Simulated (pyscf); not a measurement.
Optimised with ωB97X-D3(BJ)/def2-SVP in PySCF. Correlated levels are frozen-core, on RHF or UHF. ΔMP2 is the change of the MP2 total energy from the triple- to the quadruple-zeta basis.

Question: PBE/def2-TZVP puts the barrier of H₃C–GeH₃ (SMILES [CH3][GeH3]) + H• (SMILES [H]) -> CH₄ (SMILES C) + GeH₃• (SMILES [GeH3]) (substitution at C; doublet surface; C–Ge broken, C–H formed) at 0.62 eV and the reaction energy at -1.25 eV, from the separated reactants. What do B3LYP-D3(BJ)/def2-TZVP, PBE0-D3(BJ)/def2-TZVP, CCSD(T)/def2-TZVPP + ΔMP2(QZVPP) give on the same structures?

Answer: B3LYP-D3(BJ): ΔE‡ = 0.70 eV, ΔE = -1.36 eV; PBE0-D3(BJ): ΔE‡ = 0.79 eV, ΔE = -1.19 eV; CCSD(T): ΔE‡ = 0.97 eV, ΔE = -1.20 eV. PBE's barrier lies under all of them, by 0.09 to 0.36 eV. Its reaction energy lies among theirs. The same reactants have a lower exit, to H₃C–GeH₂• + H₂ (barrier +0.13 eV at ωB97M-D3(BJ), against +0.95 eV here). One saddle was located; it need not be the lowest between these sides. The angle at the attacked C is 180°. The CCSD(T) − MP2 part came from Ansatz, without density fitting, on the same reference. The frozen core leaves the outer d or s,p core shells of the metals and heavy elements correlated in the MP2 and CC values, and def2-TZVPP describes them poorly, which can shift differences by a few kcal/mol. Elements up to Kr have no core potential and no relativistic terms here.
